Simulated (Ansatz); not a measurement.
Input for Ansatz (development build ahead of 0.2.0):

```yaml
crystal:
  periodic: [false, false, false]
  atoms:
    - { symbol: O, position_ang: [0.0, 0.0, 0.0] }
    - { symbol: H, position_ang: [0.0, 0.9118, -0.2328] }
    - { symbol: O, position_ang: [0.0, 0.0, 1.33] }
basis:
  gaussian: { orbitals: STO-3G }
magnetization:
  initial_magnetization: 1
hamiltonian:
  xc: hf
correlation:
  method: ccsd_t
  frozen_orbitals: { H: 0, O: 1 }
```

The input is written out in the form of the current development build from the run's settings. Correlation on restricted open-shell orbitals is semicanonical, with singles.

Results

```
Converged                       : yes
Reference energy                : -148.19000 hartree
CCSD correlation energy         : -0.08130 hartree
Triples correction              : -0.00119 hartree
Total energy                    : -148.27249 hartree
Spin squared of the determinant : 0.750
```
